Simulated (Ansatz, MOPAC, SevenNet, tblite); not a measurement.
# How well does each level of theory give the elastic constant C44 of trigonal Te?

Reference value: 31 GPa (measured, temperature not stated, no zero-point or thermal correction; as tabulated in Yi et al. (2018), arXiv:1712.00894).

Problem. What do GFN1-xTB, PM7 semi-empirical Hartree-Fock (MOPAC), SevenNet-l3i5, PBE, r²SCAN give, and how far is each from the reference?

Solution. 
```
level (code)                             value (GPa)  cell (Å³/atom)  difference (%)
---------------------------------------  -----------  --------------  --------------
GFN1-xTB (tblite)                                101           27.37            +226
PM7 semi-empirical Hartree-Fock (MOPAC)         13.0           30.80             -58
SevenNet-l3i5                                   14.5           35.41             -53
PBE (Ansatz)                                    29.0           35.12            -6.5
r²SCAN (Ansatz)                                 23.2           36.41             -25
```

Leaving aside PM7 semi-empirical Hartree-Fock (MOPAC) (doubt noted below): The reference's temperature isn't stated, so close values are not ranked against it. Off by more than 25 %, or 35 % on the side where a correction would as a rule narrow the miss (bounds picked here): GFN1-xTB (+226 %), SevenNet-l3i5 (-53 %), r²SCAN (-25 %).

The measured value isn't corrected to a static lattice, so vibrations enter the comparison. A static lattice is as a rule stiffer than a warm one, by over a tenth in soft solids.  GFN1-xTB, PM7 semi-empirical Hartree-Fock (MOPAC): the method was fitted mainly to molecules. GFN1-xTB, PM7 semi-empirical Hartree-Fock (MOPAC): the run uses a supercell at the zone centre in place of a k mesh. PM7 semi-empirical Hartree-Fock (MOPAC): the cell has another shape than the first-principles one, perhaps another minimum in the same group. PBE, r²SCAN: the cell comes from a level without a dispersion term, which matters for the spacing of layers, chains or molecules. Each level is taken at its own relaxed cell. Cutoffs and k meshes differ between the levels. Ansatz's density-functional and Hartree–Fock values are scalar-relativistic unless marked +SOC, with PAW data made under PBE.

Machine-learned potentials (SevenNet-l3i5) are trained on DFT data: a solid inside that data is no test of them.

Differences are worked out from the printed values.

Ansatz is a quantum-chemistry and plane-wave program.
